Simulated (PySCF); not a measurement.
Molecule: hexane, C₆H₁₄.

Cartesian coordinates in Å; atom numbers follow the order of the lines, from 1:
```xyz
20

C    -3.185   -0.275    0.177
C    -1.835    0.366    0.460
C    -0.678   -0.317   -0.255
C     0.678    0.317    0.022
C     1.835   -0.366   -0.692
C     3.185    0.275   -0.410
H    -4.000    0.241    0.706
H    -3.199   -1.331    0.492
H    -3.420   -0.252   -0.899
H    -1.862    1.431    0.168
H    -1.642    0.361    1.547
H    -0.649   -1.383    0.035
H    -0.868   -0.312   -1.344
H     0.868    0.312    1.112
H     0.649    1.383   -0.268
H     1.862   -1.431   -0.401
H     1.642   -0.361   -1.780
H     3.199    1.331   -0.725
H     4.000   -0.241   -0.939
H     3.420    0.252    0.667
```

Geometry PBE0-D3(BJ)/def2-SVP throughout; GIAO in PySCF 2.14.0 with density-fitted response routines, gas phase, one conformer, non-relativistic; equivalent atoms averaged; functional PBE0.

For orientation, pcSseg-0 gives these shifts δ (against TMS at the same level): C3/C4 35.7, C2/C5 25.8, C1/C6 18.2, H10/H11/H16/H17 1.18, H7/H8/H9/H18/H19/H20 1.09, H12/H13/H14/H15 1.06 ppm.

A run gave: C3/C4 37.6, C2/C5 28.1, C1/C6 16.6, H10/H11/H16/H17 1.30, H7/H8/H9/H18/H19/H20 0.93, H12/H13/H14/H15 1.19 ppm (shifts δ (against TMS at the same level)).

Q: Which basis set was used in that run?
A. def2-TZVP
B. def2-SVP
C. 6-31G
D. 6-31G*
E. STO-3G

A: A. C3/C4 tells them apart best: def2-TZVP gives 37.6, 6-31G* gives 33.5, STO-3G gives 29.9, def2-SVP gives 34.8, 6-31G gives 34.4 ppm.
